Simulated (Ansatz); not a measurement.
# AlHO (singlet): the correlation ladder at distance Al1–H3 = 1.916 Å, 6-31G

The task here is to estimate one member of a computed series from the others.

Method: 6-31G, core rule «outside noble gas», up to 6 orbitals frozen; program: Ansatz 0.2.0, Gaussian basis.

To be run: UHF; CCSD(T) on RHF; BCCD(T) on RHF; CISD; CCSDT(Q) on RHF; CISDTQ; CCSDTQ on RHF; CASSCF and MRCISD+Q, 2 electrons in 2 orbitals; CASSCF and NEVPT2, 2 electrons in 2 orbitals; CASSCF and MRCISD+Q, 10 electrons in 9 orbitals; CASSCF and NEVPT2, 10 electrons in 9 orbitals; Full CI.

24 further runs of the same task are left out: 6 for a known fault of the program, 2 for a mislabelled method, 9 that didn't finish, 7 set aside as unsound or not needed.

## What is computed

The geometry derives from a PBE0/def2-TZVP stationary point (not a proven minimum). One bond is set to the value named and the two fragments are kept rigid.

3 atoms, charge 0, spin multiplicity 1.

Atoms are counted from 1 here; the program's logs count them from 0.

Bond lengths: Al1–O2 1.594 Å, Al1–H3 1.916 Å. Angles: O2–Al1–H3 180.0°.

Set-up of the first run:

The input, in.yaml:

```yaml
crystal:
  periodic: [false, false, false]
  atoms:
    - {symbol: Al, position_ang: [0.000000, 0.000000, -0.107417]}
    - {symbol: O, position_ang: [0.000000, 0.000000, -1.701165]}
    - {symbol: H, position_ang: [0.000000, 0.000000, 1.808583]}
basis:
  gaussian: {orbitals: 6-31G}
magnetization: {spin_polarized: true, initial_magnetization: 0}
hamiltonian: {xc: hf}
output: {orbitals: {seedname: orbitals}}
```

Started as:

```
$ ansatz run in.yaml --threads 1 --pin off --events-out ev --progress --plain --max-ram 2393MiB
```

Among the steps run: UHF; CCSD(T) on RHF; BCCD(T) on RHF; CISD; CCSDT(Q) on RHF; CISDTQ; CCSDTQ on RHF; CASSCF and MRCISD+Q, 2 electrons in 2 orbitals; CASSCF and NEVPT2, 2 electrons in 2 orbitals; CASSCF and MRCISD+Q, 10 electrons in 9 orbitals; CASSCF and NEVPT2, 10 electrons in 9 orbitals; Full CI.

One of the session's tables, all rows but one given; the rest of the session is left out.

```
          method  from FCI (kcal/mol)
             RHF              +132.79
            RMP2                +6.36
            CISD               +17.76
           RCCSD                +8.35
        RCCSD(T)                +1.20
         BCCD(T)                +0.72
          RCCSDT                +0.65
          CISDTQ                +1.49
       RCCSDT(Q)                -0.56
         RCCSDTQ                -0.21
  CASSCF valence               +36.52
  NEVPT2 valence                +9.80
  MRCISD valence                +2.45
MRCISD+Q valence                    ?
             FCI                    0
```

Estimate the missing values for MRCISD+Q valence.

**Answer.** from FCI (kcal/mol): +1.62. In the column «from FCI (kcal/mol)» it lies between CISDTQ (+1.49) and MRCISD valence (+2.45).

Among the levels timed on like hardware and quicker than the yardstick, those that no quicker one beats, quickest first: BCCD(T) (0.27 s, +0.72 kcal/mol); RCCSDT(Q) (1 s, -0.56 kcal/mol); RCCSDTQ (10 s, -0.21 kcal/mol).

Left out of the table: CASSCF pair, NEVPT2 pair, MRCISD pair, MRCISD+Q pair (the active space lost an orbital or holds another state than full CI finds).

To keep in mind: The yardstick is full CI for this spin, exact in this basis with these frozen cores. RCCSDT(Q), RCCSDTQ fall below full CI, which methods that aren't variational can do. Of the multireference levels listed MRCISD+Q valence comes nearest in total energy (+1.62 kcal/mol), which doesn't show that its space is the better one. Warnings in the runs' records: passed over end.
